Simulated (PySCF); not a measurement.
## Cl, SMILES `[Cl]` (charge 0, multiplicity 2)

Calculation: TPSSh-D3(BJ)/def2-TZVP (PySCF).

```
Property                                                        Result
-----------------------------  ---------------------------------------
highest occupied spin orbital                                 -8.78 eV
dipole moment                                                   0.00 D
total energy                                              -460.1642 Ha
cost                           about 1.6 core-seconds (a rough figure)
```

Bonds (Å): .
Charge 0, spin multiplicity 2.
